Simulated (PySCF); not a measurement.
Ionisation energies (eV) were calculated with PySCF 2.14 by PBE, UHF, MP2 (valence), in another order, as differences of total energies without spin-orbit coupling. The measured values are between term centres (NIST).

```csv
species,measured,A,B,C
"N (aug-cc-pCVTZ-DK, spin-free X2C)",14.545,14.582,13.888,14.727
"Mg (aug-cc-pCVTZ, non-relativistic)",7.646,7.255,6.606,7.611
"S (aug-cc-pCVTZ-DK, spin-free X2C)",10.336,9.992,9.223,10.421
"Ti (aug-cc-pwCVTZ-DK, spin-free X2C)",6.828,6.386,5.557,6.686
"Zn⁺ (aug-cc-pwCVTZ-PP with ECP10MDF, ECP)",17.964,17.903,16.864,18.678
"Sb (aug-cc-pwCVTZ-PP with ECP28MDF, ECP)",9.124,8.994,8.571,8.963
"Os (aug-cc-pwCVTZ-PP with ECP60MDF, ECP)",8.473,8.087,6.516,8.304
"Pb⁺ (aug-cc-pwCVTZ-PP with ECP60MDF, ECP)",13.869,13.409,13.213,13.712
```

**Question.** Which column is which method?

**Answer.** A is MP2 (valence) (mean error -0.27 eV); B is UHF (mean error -1.04 eV); C is PBE (mean error 0.04 eV). Valence MP2 in a finite basis recovers only part of the missing correlation, so it stays below experiment on average. Hartree-Fock lacks the correlation of the electron removed and comes out lowest. PBE, with gradient corrections, lies close to experiment on average, with errors of both signs.
